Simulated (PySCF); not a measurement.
Species: C₄H₇N.
SMILES with atom numbers: `[H]/[N:5]=[CH:4]\[CH2:3][CH:2]=[CH2:1]` (hydrogens: H6, H7 on C1; H8 on C2; H9, H10 on C3; H11 on C4; H12 on N5)

Structure used (PBE0-D3(BJ)/def2-SVP), in Å, numbered top down from 1:
```xyz
12
C4H7N angstrom
C      2.1879    0.4929    0.3237
C      1.0089    0.3677   -0.2861
C     -0.1291   -0.4766    0.2061
C     -1.3131    0.3651    0.6139
N     -2.4887    0.3356    0.1460
H      2.4139   -0.0496    1.2477
H      2.9723    1.1388   -0.0789
H      0.8202    0.9325   -1.2076
H      0.2013   -1.0657    1.0791
H     -0.4498   -1.1883   -0.5753
H     -1.1023    1.0979    1.4141
H     -2.5571   -0.3798   -0.5890
```

Computed with core-valence-separated Tamm–Dancoff BHandHLYP/aug-pcX-1 (pcseg-1 on H) in PySCF, non-relativistic, gas phase, PBE0-D3(BJ)/def2-SVP geometry. No empirical shift is added; at this level the pattern usually sits a few eV under experiment.

The lowest roots of each edge with f over 0.003 (five at most, numbered afresh; weaker and dark ones are left out), with transition dipoles (au) in the frame of the coordinates:

| root | edge | E (eV) | μx | μy | μz |
| --- | --- | --- | --- | --- | --- |
| 1 | C | 282.54 | 0.0321 | -0.0700 | -0.0498 |
| 2 | C | 282.74 | 0.0328 | -0.0732 | -0.0514 |
| 3 | C | 282.96 | 0.0250 | 0.0700 | -0.0684 |
| 4 | C | 285.82 | -0.0343 | -0.0031 | -0.0157 |
| 5 | C | 286.06 | 0.0004 | 0.0479 | 0.0199 |
| 6 | N | 396.06 | 0.0195 | 0.0532 | -0.0534 |
| 7 | N | 399.73 | 0.0091 | 0.0312 | 0.0332 |
| 8 | N | 402.21 | 0.0076 | 0.0175 | 0.0208 |

What are the oscillator strengths?

f = (2/3) ΔE |μ|², with ΔE in hartree (27.2114 eV):

```tsv
root	ΔE (Eh)	|μ|² (au)	f	core hole on
1	10.3831	0.008410	0.058	C1
2	10.3904	0.009076	0.063	C2
3	10.3987	0.010204	0.071	C4
4	10.5038	0.001433	0.010	C1
5	10.5123	0.002691	0.019	C3
6	14.5550	0.006062	0.059	N5
7	14.6898	0.002158	0.021	N5
8	14.7810	0.000797	0.008	N5
```

Molecules are fixed in this frame and the field points along y. What effective strengths 3 f cos²θ do the roots have (θ between field and μ)?

root 1 (C1): 0.102, root 2 (C2): 0.111, root 3 (C4): 0.102, root 4 (C1): 0.000, root 5 (C3): 0.048, root 6 (N5): 0.082, root 7 (N5): 0.029, root 8 (N5): 0.009. Averaged over all orientations cos²θ is 1/3, which gives f back.

One conformer stands for the species.
